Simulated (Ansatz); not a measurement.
Geometry optimisation, RKS r2SCAN-D4/6-31G* in Ansatz.

input.yaml

```yaml
crystal:
  periodic: [false, false, false]
  atoms:
    - { symbol: Si, position_ang: [-0.344093, -0.020628, -0.465716] }
    - { symbol: Si, position_ang: [-0.375193, -0.005775, 2.967877] }
    - { symbol: H, position_ang: [-0.791919, 0.113732, 4.394023] }
    - { symbol: H, position_ang: [0.553174, -1.16128, 2.836504] }
    - { symbol: H, position_ang: [0.317587, 1.243507, 2.560696] }
    - { symbol: H, position_ang: [0.931782, -0.071969, 0.298838] }
    - { symbol: "N", position_ang: [-0.825599, 1.638785, -0.612778] }
    - { symbol: H, position_ang: [-1.759849, 1.804359, -0.971236] }
    - { symbol: H, position_ang: [-0.174436, 2.306197, -1.010885] }
    - { symbol: H, position_ang: [-0.109487, -0.774212, -1.741201] }
    - { symbol: H, position_ang: [-1.396066, -0.707527, 0.296191] }
    - { symbol: H, position_ang: [-1.542202, -0.235688, 2.105786] }
basis:
  gaussian: { orbitals: "6-31G*" }
hamiltonian:
  xc: r2scan
  dispersion: d4
relax:
  f_tol: 0.03
  max_steps: 50
```

Launched with:

```bash
$ ansatz run input.yaml --threads 1 --pin off --max-ram 2048MiB --backend cpu --events-out ev --progress --plain --runs-dir out
```

Problem. Where does it end, and by what steps?

Solution. The run converged. The force dipped under the threshold on the way, but the program's further checks kept it going. After 27 steps the energy has fallen by 0.338 eV; H6 moved furthest, 1.23 Å.

```json
{"step": "0", "energy less start (eV)": "0.0000", "largest force component (eV/Å)": "0.544", "accepted": "yes"}
{"step": "1", "energy less start (eV)": "-0.1603", "largest force component (eV/Å)": "0.150", "accepted": "yes"}
{"step": "2", "energy less start (eV)": "-0.2261", "largest force component (eV/Å)": "0.064", "accepted": "yes"}
{"step": "3", "energy less start (eV)": "-0.1754", "largest force component (eV/Å)": "0.900", "accepted": "no"}
{"step": "4", "energy less start (eV)": "-0.2349", "largest force component (eV/Å)": "0.110", "accepted": "yes"}
{"step": "5", "energy less start (eV)": "-0.2400", "largest force component (eV/Å)": "0.104", "accepted": "yes"}
{"step": "6", "energy less start (eV)": "-0.2408", "largest force component (eV/Å)": "0.261", "accepted": "yes"}
{"step": "7", "energy less start (eV)": "-0.2434", "largest force component (eV/Å)": "0.122", "accepted": "yes"}
{"step": "8", "energy less start (eV)": "-0.2456", "largest force component (eV/Å)": "0.024", "accepted": "yes"}
{"step": "9", "energy less start (eV)": "-0.2465", "largest force component (eV/Å)": "0.169", "accepted": "yes"}
{"step": "10", "energy less start (eV)": "-0.2493", "largest force component (eV/Å)": "0.102", "accepted": "yes"}
{"step": "11", "energy less start (eV)": "-0.2492", "largest force component (eV/Å)": "0.259", "accepted": "no"}
{"step": "12", "energy less start (eV)": "-0.2502", "largest force component (eV/Å)": "0.019", "accepted": "yes"}
{"step": "13", "energy less start (eV)": "-0.2514", "largest force component (eV/Å)": "0.073", "accepted": "yes"}
{"step": "14", "energy less start (eV)": "-0.2522", "largest force component (eV/Å)": "0.106", "accepted": "yes"}
{"step": "15", "energy less start (eV)": "-0.2531", "largest force component (eV/Å)": "0.080", "accepted": "yes"}
{"step": "16", "energy less start (eV)": "-0.2561", "largest force component (eV/Å)": "0.138", "accepted": "yes"}
{"step": "17", "energy less start (eV)": "-0.2591", "largest force component (eV/Å)": "0.180", "accepted": "yes"}
{"step": "18", "energy less start (eV)": "-0.2652", "largest force component (eV/Å)": "0.225", "accepted": "yes"}
{"step": "19", "energy less start (eV)": "-0.2791", "largest force component (eV/Å)": "0.336", "accepted": "yes"}
{"step": "20", "energy less start (eV)": "-0.3053", "largest force component (eV/Å)": "0.298", "accepted": "yes"}
{"step": "21", "energy less start (eV)": "-0.3219", "largest force component (eV/Å)": "0.226", "accepted": "yes"}
{"step": "22", "energy less start (eV)": "-0.3295", "largest force component (eV/Å)": "0.028", "accepted": "yes"}
{"step": "23", "energy less start (eV)": "-0.3315", "largest force component (eV/Å)": "0.049", "accepted": "yes"}
{"step": "24", "energy less start (eV)": "-0.3337", "largest force component (eV/Å)": "0.071", "accepted": "yes"}
{"step": "25", "energy less start (eV)": "-0.3344", "largest force component (eV/Å)": "0.188", "accepted": "yes"}
{"step": "26", "energy less start (eV)": "-0.3368", "largest force component (eV/Å)": "0.087", "accepted": "yes"}
{"step": "27", "energy less start (eV)": "-0.3383", "largest force component (eV/Å)": "0.029", "accepted": "yes"}
```

```xyz
12
Properties=species:S:1:pos:R:3
Si -0.282 -0.324 -0.988
Si -0.553 0.466 3.068
H -0.562 0.215 4.541
H 0.334 -0.543 2.437
H -0.038 1.845 2.853
H 1.000 -0.944 -0.559
N -0.552 1.088 -0.004
H -1.465 1.527 -0.062
H 0.165 1.806 0.004
H -0.191 -0.096 -2.467
H -1.421 -1.249 -0.743
H -1.951 0.339 2.580
```

Whether the end is a true minimum wasn't checked by a vibrational analysis.

Run time: 42 s on 1 thread of AMD EPYC 9R45 96-Core Processor (Zen 5) (shared host), peak memory 0.16 GiB.
